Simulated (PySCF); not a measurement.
# F2H2Si: the cost of one run

Program: PySCF 2.14.0. Level of theory: levels as typed in each script, gas phase, geometry from GFN2-xTB. These are calculated values, not measurements.

**1. Where the work starts**

SMILES `F[SiH2]F`, 5 atoms, charge 0, spin multiplicity 1.

Bond lengths: F1–Si2 1.594 Å, Si2–F3 1.594 Å, Si2–H4 1.443 Å, Si2–H5 1.443 Å. Angles: F1–Si2–F3 103.0°, F1–Si2–H4 108.0°, F1–Si2–H5 107.9°, F3–Si2–H4 107.9°, F3–Si2–H5 108.0°, H4–Si2–H5 120.7°.

Coordinates:

```
atom     x (Å)     y (Å)     z (Å)
  F1   1.24718   0.50906   0.00027
 Si2   0.00000  -0.48348   0.00000
  F3  -1.24717   0.50907  -0.00027
  H4  -0.00240  -1.19721   1.25387
  H5   0.00240  -1.19720  -1.25388
```

**2. Density, bond paths and surface potential (B3LYP/def2-tzvp)**

input.py

```python
import numpy as np
from pyscf import gto, scf, dft
from pyscf.scf import atom_ks, atom_hf
from scipy.linalg import block_diag

def solve(mol, dm0=None, hcore=None):
    mf = (dft.UKS if mol.spin else dft.RKS)(mol, xc='b3lyp')
    mf.grids.level = 3
    mf = mf.density_fit(auxbasis='def2-universal-jkfit')
    mf.conv_tol, mf.max_cycle = 1e-8, 80
    if hcore is not None:
        mf.get_hcore = lambda *args: hcore
    mf.kernel(dm0)
    if not mf.converged:
        mf = mf.newton().run(mf.mo_coeff, mf.mo_occ, max_cycle=30)
    assert mf.converged, 'SCF not converged'
    return mf

mol = gto.M(atom='''
F      1.24718     0.50906     0.00027
Si     0.00000    -0.48348     0.00000
F     -1.24717     0.50907    -0.00027
H     -0.00240    -1.19721     1.25387
H      0.00240    -1.19720    -1.25388
''', basis='def2-tzvp', charge=0, spin=0, verbose=4)
mf = solve(mol)
mf.analyze()
# spherically averaged free atoms, for the promolecule
atm = atom_ks.get_atm_nrks(mol, xc='b3lyp')
pro = block_diag(*[(atm[a[0]][2] * atm[a[0]][3]) @ atm[a[0]][2].T for a in mol._atom])
np.savez('result.npz', e=mf.e_tot, c=mf.mo_coeff, occ=mf.mo_occ, eps=mf.mo_energy, pro=pro, dip=mf.dip_moment(verbose=0), s2=mf.spin_square()[0])
```

Command:

```bash
OMP_NUM_THREADS=1 python input.py
```

**Question.** How long does this run take on 1 thread of Intel Xeon Platinum 8259CL at 2.50GHz (Skylake/Cascade Lake), shared host, and how much memory does it need?

About 7.7 s, with a peak of 0.43 GiB.
